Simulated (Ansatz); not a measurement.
System: rock-salt RbBr. Method: PBEsol in Ansatz (plane waves, PAW).

Numerical settings: plane-wave cutoff 520 eV, 6×6×6 k mesh, scalar-relativistic PAW data made under PBE.

Computed at the level's own relaxed cell.

```
CELL_PARAMETERS angstrom
      0.00000     3.42163     3.42163
      3.42163     0.00000     3.42163
      3.42163     3.42163     0.00000
ATOMIC_POSITIONS crystal
  Rb 0.00000 0.00000 0.00000
  Br 0.50000 0.50000 0.50000
```

Q: Give the elastic tensor (Voigt notation, GPa, ions relaxed, in the Cartesian axes of the cell as printed).

A: 
```
   33.4     4.2     4.2     0.0     0.0     0.0
    4.2    33.4     4.2     0.0     0.0     0.0
    4.2     4.2    33.4     0.0     0.0     0.0
    0.0     0.0     0.0     4.0     0.0     0.0
    0.0     0.0     0.0     0.0     4.0     0.0
    0.0     0.0     0.0     0.0     0.0     4.0
```

Measured, for comparison: elastic constant C11 38.6 GPa (4 K, zero-point motion not removed, our sources range from 37.2 to 38.6; as tabulated in X. Wang et al., RSC Advances (2016)); elastic constant C12 4.74 GPa, elastic constant C44 4.08 GPa (4 K, zero-point motion not removed; as tabulated in X. Wang et al., RSC Advances (2016)). Computed (rounded) less measured: elastic constant C11 -13 % (-10 % to -13 % over the range), elastic constant C12 -12 %, elastic constant C44 -2 %.

Ansatz is a quantum-chemistry and plane-wave program.
